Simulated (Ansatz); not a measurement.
# AlBH₄O: basis-set convergence

One table from this session's results is given with a row withheld; the runs are named, their logs left out.

The runs use Ansatz 0.2.0, Gaussian basis; one geometry, several basis sets.

The runs, in order: PBE0-D4/def2-SVP; ωB97M-V/def2-SVP; PBE0-D4/def2-QZVPP; ωB97M-V/def2-QZVPP; the functionals' def2-TZVPP values are taken from earlier runs.

### The geometry

The geometry comes from an earlier relaxation with PBE0-D4 in a triple-zeta def2 set; it is a stationary point, not always the lowest conformer.

SMILES `[BH2][AlH][OH]`, 7 atoms, charge 0, spin multiplicity 1.

Atoms are counted from 1 here; the program's logs count them from 0.

Bond lengths: B1–Al2 2.121 Å, B1–H4 1.199 Å, B1–H5 1.199 Å, Al2–O3 1.703 Å, Al2–H6 1.595 Å, O3–H7 0.956 Å. Angles: Al2–B1–H4 122.7°, Al2–B1–H5 122.7°, H4–B1–H5 114.6°, B1–Al2–O3 116.4°, B1–Al2–H6 125.1°, O3–Al2–H6 118.5°, Al2–O3–H7 123.0°.

Set-up of the first run:

Contents of in.yaml:

```yaml
crystal:
  periodic: [false, false, false]
  atoms:
    - {symbol: B, position_ang: [-1.318820, 0.360371, -0.676887]}
    - {symbol: Al, position_ang: [0.400563, 0.053410, 0.526912]}
    - {symbol: O, position_ang: [1.617761, -0.939738, -0.129806]}
    - {symbol: H, position_ang: [-2.283565, -0.350122, -0.622216]}
    - {symbol: H, position_ang: [-1.413527, 1.270896, -1.451795]}
    - {symbol: H, position_ang: [0.627474, 0.676941, 1.977666]}
    - {symbol: H, position_ang: [2.431313, -1.139758, 0.330426]}
basis:
  gaussian: {orbitals: def2-SVP}
hamiltonian: {xc: pbe0, dispersion: d4}
output: {orbitals: {seedname: orbitals}}
```

On the command line:

```bash
ansatz run in.yaml --threads 2 --pin off --events-out ev --progress --plain --max-ram 4352MiB
```

Among the steps run: PBE0-D4 in def2-SVP; ωB97M-V in def2-SVP; PBE0-D4 in def2-QZVPP; ωB97M-V in def2-QZVPP.

One of the session's tables, all rows but one given; the rest of the session is left out.

It belongs to the step «Density functionals: the series». 

```
functional       basis  HOMO (eV)  LUMO (eV)
   PBE0-D4    def2-SVP      -7.44      -2.27
   PBE0-D4  def2-TZVPP      -7.50      -2.37
   PBE0-D4  def2-QZVPP      -7.52      -2.39
   ωB97M-V    def2-SVP      -9.54      -0.19
   ωB97M-V  def2-TZVPP      -9.64      -0.40
   ωB97M-V  def2-QZVPP          ?          ?
```

Estimate the missing values for ωB97M-V, def2-QZVPP.

As computed: HOMO (eV): -9.66; LUMO (eV): -0.48. In the column «HOMO (eV)» it is the lowest.
